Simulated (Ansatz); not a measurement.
# AlH₂+ (triplet): relaxing a cheap start

Aim: relax a generated start of AlH₂+ (triplet) and see which bonds hold.

Program: Ansatz 0.2.0, Gaussian basis. Level of theory: UKS PBE0/def2-TZVP. These are calculated values, not measurements.

## 1. Where the work starts

3 atoms, charge 1, spin multiplicity 3.

Atoms are counted from 1 here; the program's logs count them from 0.

Bond lengths: Al1–H2 1.646 Å, Al1–H3 1.646 Å. Angles: H2–Al1–H3 75.8°.

The start was built by rule and, where that kept it together, relaxed with GFN2-xTB. Sticks and bond lists go by distance. 

## 2. Relaxation

Contents of in.yaml:

```yaml
crystal:
  periodic: [false, false, false]
  atoms:
    - {symbol: Al, position_ang: [0.003747, 0.000173, -0.090207]}
    - {symbol: H, position_ang: [-0.059691, 1.008689, 1.208919]}
    - {symbol: H, position_ang: [-0.040612, -1.013314, 1.205839]}
basis:
  gaussian: {orbitals: def2-TZVP}
total_charge: 1
magnetization: {spin_polarized: true, initial_magnetization: 2}
hamiltonian: {xc: pbe0}
relax: {f_tol: 0.004, max_steps: 80}
```

Run with:

```bash
> ansatz run in.yaml --threads 1 --pin off --events-out ev --progress --plain --max-ram 1740MiB
```

Before running it: what results should come out? Wanted: energy gained; shift from the start; total energy; ⟨S²⟩.

**Answer**, as computed:

| quantity | value |
| --- | --- |
| steps | 4 |
| energy gained | 0.119 eV |
| shift from the start (rms) | 0.121 Å |
| total energy | -6614.5348 eV |
| ⟨S²⟩ | 2.010 |

What this shows: The bonds of the start are those of the end. Al1–H3 went from 1.646 to 1.722 Å. No vibrations were run, so this is a stationary point, not a proven minimum, and this spin need not be the ground state's.
